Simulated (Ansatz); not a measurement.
# PO (Phosphorus monoxide) at 6 levels

We compute a comparison of 6 runs (U-revPBE/STO-3G, UB2PLYP/STO-3G, UB3LYP/STO-3G, UCAM-B3LYP/STO-3G, UPBE0/STO-3G, RPA@PBE/STO-3G) of PO (Phosphorus monoxide). 

The calculation is run with Ansatz 0.2.0.

**1. Starting point**

The species is PO (2 atoms), meant as a doublet with charge 0. As SMILES, `O=[P]`. The P2–O1 distance was set to 2.910 Å, away from the relaxed value.

**2. The energy at U-revPBE/STO-3G (run 1)**

Contents of job.yaml:

```yaml
crystal:
  periodic: [false, false, false]
  atoms:
    - {symbol: O, position_ang: [0.000000, 0.000000, -1.455110]}
    - {symbol: P, position_ang: [0.000000, 0.000000, 1.455090]}
basis:
  gaussian:
    orbitals: STO-3G
total_charge: 0
magnetization:
  spin_polarized: true
  initial_magnetization: 1
hamiltonian:
  xc: {name: revPBE}
accuracy: high
```

Started as:

```sh
$ ansatz run job.yaml --threads 1 --pin off --max-ram 2610MiB --events-out events.jsonl --progress --plain --runs-dir runs
```

Output:

```text
Warning: RAYON_NUM_THREADS=1 ignored (pool sized by the plan → 1); use --threads N
Functional definition: revPBE
  name "revPBE"
  parameter kappa = 1.245
  parameter beta = 0.06672455060314922
  exchange = pbe_x(kappa = kappa, mu = beta*pi^2/3)
  correlation = pbe_c(beta = beta)
208 factors; integrals over basis functions are off by at most 9.3e-9 eV
mean field evaluation 1: about -11152.5712 eV, gradient 2.9e1 eV
mean field evaluation 2: about -11072.0707 eV, gradient 7.7e0 eV
mean field evaluation 4: about -11144.9653 eV, gradient 1.7e1 eV
mean field evaluation 8: about -11189.3800 eV, gradient 1.1e1 eV
mean field evaluation 16: about -11192.4906 eV, gradient 2.2e-8 eV
mean field evaluation 32: about -11192.1651 eV, gradient 5.5e-1 eV
mean field evaluation 64: about -11192.4906 eV, gradient 2.3e-8 eV
mean field -11192.49064242 eV, -411.3164445661 hartree, gradient 2.3e-8 eV, S^2 2.549527; 7 other end points of the search recorded, 0 dependent functions left out
reference -11192.49064393 eV, -411.3164446217 hartree; 12, 11 occupied and 2, 3 virtual orbitals, 208 factors
Total energy: -11192.49064393 eV, -411.3164446217 hartree
```

It took 1.5 s on 1 thread of Intel Xeon Platinum 8375C at 2.90GHz (Ice Lake), shared host; peak memory 0.12 GiB.

**3. A single-point energy at UB2PLYP/STO-3G (run 2)**

Contents of job.yaml:

```yaml
basis:
  gaussian: {orbitals: STO-3G}
crystal:
  periodic: [false, false, false]
  atoms:
    - symbol: O
      position_ang: [0.000000, 0.000000, -1.455110]
    - symbol: P
      position_ang: [0.000000, 0.000000, 1.455090]
magnetization: {spin_polarized: true, initial_magnetization: 1}
hamiltonian: {xc: {name: B2PLYP}}
correlation: {frozen_orbitals: {O: 1, P: 5}}
accuracy: high
```

Started as:

```sh
$ ansatz run job.yaml --threads 1 --pin off --max-ram 2610MiB --events-out events.jsonl --progress --plain --runs-dir runs
```

Output (excerpt; [...] marks lines left out):

```text
Warning: RAYON_NUM_THREADS=1 ignored (pool sized by the plan → 1); use --threads N
Functional definition: B2PLYP
  name "B2PLYP"
[...]
208 factors; integrals over basis functions are off by at most 9.3e-9 eV
[...]
mean field -11189.29661733 eV, -411.1990663091 hartree, gradient 3.0e-8 eV, S^2 2.705489; 3 other end points of the search recorded, 0 dependent functions left out
6 core orbitals not correlated: weight in the atoms' cores, before any rotation towards them, 1.000 or more for the frozen orbitals, at most 0.000 for the correlated occupied ones
reference -11189.29663004 eV, -411.1990667763 hartree; 6, 5 occupied and 2, 3 virtual orbitals, 208 factors
second order -0.01330100 eV of doubles, -0.00000000 eV of singles
Total energy: -11189.30022131 eV, -411.1991987531 hartree
```

It took 2.2 s on 1 thread of Intel Xeon Platinum 8375C at 2.90GHz (Ice Lake), shared host; peak memory 0.12 GiB.

Runs 3 to 5 aren't shown in full; the table further down has their settings and results.

**4. A single-point energy at RPA@PBE/STO-3G (run 6)**

Contents of molecule.yaml:

```yaml
basis:
  gaussian: {orbitals: STO-3G}
crystal:
  periodic: [false, false, false]
  atoms:
    - {symbol: O, position_ang: [0.000000, 0.000000, -1.455110]}
    - {symbol: P, position_ang: [0.000000, 0.000000, 1.455090]}
accuracy: high
magnetization: {spin_polarized: true, initial_magnetization: 1}
hamiltonian: {xc: pbe}
correlation: {method: rpa, frozen_orbitals: {O: 1, P: 5}}
```

Started as:

```sh
$ ansatz run molecule.yaml --threads 1 --pin off --max-ram 2610MiB --events-out events.jsonl --progress --plain --runs-dir runs
```

Output (excerpt; [...] marks lines left out):

```text
Warning: RAYON_NUM_THREADS=1 ignored (pool sized by the plan → 1); use --threads N
Functional definition: PBE
  name "PBE"
[...]
208 factors; integrals over basis functions are off by at most 9.3e-9 eV
[...]
mean field -11187.72854194 eV, -411.1414406016 hartree, gradient 1.7e-8 eV, S^2 2.538758; 8 other end points of the search recorded, 0 dependent functions left out
6 core orbitals not correlated: weight in the atoms' cores, before any rotation towards them, 1.000 or more for the frozen orbitals, at most 0.000 for the correlated occupied ones
reference -11174.13111953 eV, -410.6417445446 hartree; 6, 5 occupied and 2, 3 virtual orbitals, 208 factors
Total energy: -11176.01313371 eV, -410.7109072899 hartree
```

Run time: 2.2 s. Hardware: 1 thread of Intel Xeon Platinum 8375C at 2.90GHz (Ice Lake), shared host; peak memory 0.12 GiB.

**5. Overview of the runs**

```csv
run,level,frozen core orbitals,energy (Eh),⟨S²⟩,wall time
1,U-revPBE/STO-3G,–,-411.316445,2.550,1.5 s
2,UB2PLYP/STO-3G,6,-411.199199,2.705,2.2 s
3,UB3LYP/STO-3G,–,-411.402380,2.628,1.2 s
4,UCAM-B3LYP/STO-3G,–,-411.359042,2.670,1.8 s
5,UPBE0/STO-3G,–,-411.223562,2.659,1.1 s
6,RPA@PBE/STO-3G,6,-410.710907,2.539,2.2 s
```

**6. Outcome**

| quantity | value |
| --- | --- |
| run 6: total energy | -410.71091 Eh |
| run 6: RPA correlation energy (valence) | -69.2 mEh |
| run 6: ⟨S²⟩ of the reference determinant | 2.539 |

What this shows: Totals of different functionals can't be ranked against each other. In runs 1, 2, 3, 4, 5, 6 the basis is minimal, so dipoles, gaps and forces are rough. Spin contamination of the reference: run 2 ⟨S²⟩ = 2.71, run 4 ⟨S²⟩ = 2.67, run 5 ⟨S²⟩ = 2.66, run 3 ⟨S²⟩ = 2.63, run 1 ⟨S²⟩ = 2.55, run 6 ⟨S²⟩ = 2.54. Values this far off mean a mixture of spin states, so those rows aren't the state named. All runs together took 10 s, the longest 2.2 s.
